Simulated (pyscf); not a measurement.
HO–SiH₂–AsH₂ → H₃Si–O–AsH₂ (concerted two-bond exchange; singlet surface; As–Si, H–O broken, As–O, H–Si formed). Structures and frequencies: ωB97X-D3(BJ)/def2-SVP in PySCF. MP2 and CC: frozen core, UHF for open shells. ΔMP2 is the change of the MP2 total energy from the triple- to the quadruple-zeta basis. Energies in kcal/mol from the reactant's lowest minimum found.

```tsv
level	barrier	reaction energy
ωB97X-D3(BJ)/def2-TZVP	119.3	+12.4
B3LYP-D3(BJ)/def2-TZVP	…	+9.9
PBE0-D3(BJ)/def2-TZVP	107.1	+13.6
M06-2X/def2-TZVP	112.2	+8.8
ωB97M-D3(BJ)/def2-TZVP	113.1	+10.7
CCSD/def2-TZVPP	117.6	+11.4
CCSD(T)/def2-TZVPP + ΔMP2(QZVPP)	…	…
```

Fill in the missing entries.


- B3LYP-D3(BJ)/def2-TZVP, barrier: 104.0
- CCSD(T)/def2-TZVPP + ΔMP2(QZVPP), barrier: 108.8
- CCSD(T)/def2-TZVPP + ΔMP2(QZVPP), reaction energy: +12.1

At the saddle there is also a short H–Si contact that neither side keeps. The same reactants have a lower exit, to HO–SiH₂• + AsH₂• (no saddle counted: cutting one bond costs +68.8 kcal/mol at ωB97M-D3(BJ), against +113.1 kcal/mol here). One saddle was located; it need not be the lowest between these sides. One closed-shell reference is unstable to symmetry breaking; treat the single-reference values with care. The CCSD(T) − MP2 part came from Ansatz, without density fitting, on the same reference. The frozen core leaves the outer d or s,p core shells of the metals and heavy elements correlated in the MP2 and CC values, and def2-TZVPP describes them poorly, which can shift differences by a few kcal/mol. Elements up to Kr have no core potential and no relativistic terms here.
